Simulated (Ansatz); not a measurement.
# C₃H₇N: one species, many methods

One table from this session's results is given with a row withheld; the runs are named, their logs left out.

The runs use Ansatz 0.2.0, Gaussian basis; functionals in def2-TZVPP, the program's frozen cores in correlated methods.

Plan: LDA (SPW92), PBE-D4, revPBE-D4, BLYP-D4, r2SCAN-D4, B97M-V, PBE0-D4, B3LYP-D4, r2SCANh-D4, r2SCAN0-D4, HSE06-D4, BHLYP-D4, CAM-B3LYP-D4, LC-ωPBE, ωB97X-V, ωB97M-V, B2PLYP, PBE-QIDH; CCSD(T)/def2-SVP; CCSD(T)/def2-TZVPP; MP2/def2-QZVPP; extrapolation to the limit; RPA on PBE.

### Structure used throughout

All runs share one geometry, relaxed beforehand with PBE0-D4 in a triple-zeta def2 set.

SMILES `C1CNC1`, 11 atoms, charge 0, spin multiplicity 1.

Atoms are counted from 1 here; the program's logs count them from 0.

Bond lengths: C1–C2 1.537 Å, C1–C4 1.537 Å, C1–H5 1.090 Å, C1–H6 1.089 Å, C2–N3 1.472 Å, C2–H7 1.099 Å, C2–H8 1.093 Å, N3–C4 1.472 Å, N3–H9 1.012 Å, C4–H10 1.099 Å, C4–H11 1.093 Å. Angles: C2–C1–C4 85.6°, C2–C1–H5 112.1°, C2–C1–H6 117.8°, C4–C1–H5 112.1°, C4–C1–H6 117.8°, H5–C1–H6 109.6°, C1–C2–N3 88.6°, C1–C2–H7 111.6°, C1–C2–H8 118.0°, N3–C2–H7 114.1°, N3–C2–H8 114.8°, H7–C2–H8 108.8°, C2–N3–C4 90.4°, C2–N3–H9 115.9°, C4–N3–H9 115.9°, C1–C4–N3 88.6°, C1–C4–H10 111.6°, C1–C4–H11 118.0° and more.

The first run:

in.yaml

```yaml
crystal:
  periodic: [false, false, false]
  atoms:
    - {symbol: C, position_ang: [-0.691019, 0.464456, -0.499612]}
    - {symbol: C, position_ang: [-0.588682, -0.335994, 0.807952]}
    - {symbol: N, position_ang: [0.659008, -0.930963, 0.303113]}
    - {symbol: C, position_ang: [0.809266, 0.173058, -0.658208]}
    - {symbol: H, position_ang: [-1.290967, -0.050079, -1.250297]}
    - {symbol: H, position_ang: [-1.001516, 1.506057, -0.434019]}
    - {symbol: H, position_ang: [-0.451455, 0.323060, 1.676329]}
    - {symbol: H, position_ang: [-1.381415, -1.054202, 1.033165]}
    - {symbol: H, position_ang: [1.405162, -1.034458, 0.978620]}
    - {symbol: H, position_ang: [1.424447, 1.006155, -0.291105]}
    - {symbol: H, position_ang: [1.172570, -0.124189, -1.645439]}
basis:
  gaussian: {orbitals: def2-TZVPP}
hamiltonian: {xc: lda}
output: {orbitals: {seedname: orbitals}}
```

The run is started by

```sh
> ansatz run in.yaml --threads 4 --pin off --events-out ev --progress --plain --max-ram 10444MiB
```

Steps of the session up to this table: LDA; PBE-D4 (GGA); revPBE-D4 (GGA); BLYP-D4 (GGA); r2SCAN-D4 (meta-GGA); B97M-V (meta-GGA); B3LYP-D4 (hybrid); r2SCANh-D4 (hybrid); r2SCAN0-D4 (hybrid); HSE06-D4 (hybrid); BHLYP-D4 (hybrid); CAM-B3LYP-D4 (range-separated); LC-ωPBE (range-separated); ωB97X-V (range-separated); ωB97M-V (range-separated); B2PLYP (double hybrid); PBE-QIDH (double hybrid).

One of the session's tables, all rows but one given; the rest of the session is left out.

It belongs to the step «Orbital energies across the functionals». 

```
  functional  HOMO (eV)  LUMO (eV)  gap (eV)
 LDA (SPW92)      -5.12       0.27      5.38
      PBE-D4      -5.04       0.39      5.44
   revPBE-D4      -5.01       0.45      5.46
     BLYP-D4      -4.95       0.37      5.32
   r2SCAN-D4      -5.31       1.14      6.45
      B97M-V          ?          ?         ?
     PBE0-D4      -6.48       1.23      7.71
    B3LYP-D4      -6.26       0.88      7.14
  r2SCANh-D4      -5.85       1.39      7.24
  r2SCAN0-D4      -6.67       1.74      8.41
    HSE06-D4      -6.07       0.86      6.94
    BHLYP-D4      -7.87       1.85      9.72
CAM-B3LYP-D4      -7.91       2.00      9.91
     LC-ωPBE      -9.26       3.32     12.59
     ωB97X-V      -8.94       3.13     12.07
     ωB97M-V      -8.86       2.68     11.54
```

**Question.** Estimate the row for B97M-V.

As computed: HOMO (eV): -5.50; LUMO (eV): 0.60; gap (eV): 6.09. In the column «HOMO (eV)» it lies between r2SCANh-D4 (-5.85) and r2SCAN-D4 (-5.31).
